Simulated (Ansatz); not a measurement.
# AlSiH2 (quartet): wave-function methods side by side at distance Si1–Al2 = 2.990 Å, cc-pVDZ

How much of the correlation energy of AlSiH2 (quartet) does each wave-function method recover here?

Program: Ansatz 0.2.0, Gaussian basis. Level of theory: cc-pVDZ, core rule «outside noble gas», up to 10 orbitals frozen. These are calculated values, not measurements.

Plan: UHF; CCSD(T) on ROHF; CCSD(T) on UHF; BCCD(T) on ROHF; CISD; CCSDT(Q) on ROHF; CCSDT(Q) on UHF; CASSCF and MRCISD+Q, 5 electrons in 5 orbitals; CASSCF and NEVPT2, 5 electrons in 5 orbitals.

36 further runs of the same task are left out: 14 for a known fault of the program, 14 that didn't finish, 8 set aside as unsound or not needed.

## 1. What is computed

The geometry derives from a PBE0/def2-TZVP stationary point (not a proven minimum). One bond is set to the value named and the two fragments are kept rigid.

4 atoms, charge 0, spin multiplicity 4.

Atoms are counted from 1 here; the program's logs count them from 0.

Bond lengths: Al2–H3 1.583 Å, Al2–H4 1.583 Å. Angles: H3–Al2–H4 125.2°.

## 2. UHF

Input file in.yaml:

```yaml
crystal:
  periodic: [false, false, false]
  atoms:
    - {symbol: Si, position_ang: [0.000000, 0.000000, 1.544615]}
    - {symbol: Al, position_ang: [0.000000, 0.000000, -1.445385]}
    - {symbol: H, position_ang: [0.000000, 1.405470, -2.174035]}
    - {symbol: H, position_ang: [0.000000, -1.405470, -2.174035]}
basis:
  gaussian: {orbitals: cc-pVDZ}
magnetization: {spin_polarized: true, initial_magnetization: 3}
hamiltonian: {xc: hf}
output: {orbitals: {seedname: orbitals}}
```

Started as:

```sh
$ ansatz run in.yaml --threads 1 --pin off --events-out ev --progress --plain --max-ram 2393MiB
```

The runs that follow: CCSD(T) on ROHF; CCSD(T) on UHF; BCCD(T) on ROHF; CISD; CCSDT(Q) on ROHF; CCSDT(Q) on UHF; CASSCF and MRCISD+Q, 5 electrons in 5 orbitals; CASSCF and NEVPT2, 5 electrons in 5 orbitals.

Q: Predict the results of all the runs planned. Wanted: UCCSDT(Q) below the RHF energy; RMP2 from UCCSDT(Q); UMP2 from UCCSDT(Q); RCCSD from UCCSDT(Q); RCCSD(T) from UCCSDT(Q); UCCSD(T) from UCCSDT(Q); RCCSDT(Q) from UCCSDT(Q); NEVPT2 pair from UCCSDT(Q); MRCISD+Q pair from UCCSDT(Q).

The runs gave:

| quantity | value |
| --- | --- |
| UCCSDT(Q) below the RHF energy | -4.2838 eV |
| RMP2 from UCCSDT(Q) | +25.37 kcal/mol |
| UMP2 from UCCSDT(Q) | +26.16 kcal/mol |
| RCCSD from UCCSDT(Q) | +3.50 kcal/mol |
| RCCSD(T) from UCCSDT(Q) | +1.02 kcal/mol |
| UCCSD(T) from UCCSDT(Q) | +1.04 kcal/mol |
| RCCSDT(Q) from UCCSDT(Q) | +0.01 kcal/mol |
| NEVPT2 pair from UCCSDT(Q) | +25.34 kcal/mol |
| MRCISD+Q pair from UCCSDT(Q) | +0.03 kcal/mol |
| levels within 1 kcal/mol (43 meV) | RCCSDT, UCCSDT, RCCSDT(Q), MRCISD+Q pair |
| T1 diagnostic | 0.023 |

In words: RCCSD(T) misses by +1.02 kcal/mol, 1.0 % of the correlation energy. Of the multireference levels listed MRCISD+Q pair comes nearest in total energy (+0.03 kcal/mol), which doesn't show that its space is the better one. These misses are within one basis, not against nature; the frozen cores of restricted and unrestricted runs differ, which can shift their rows.
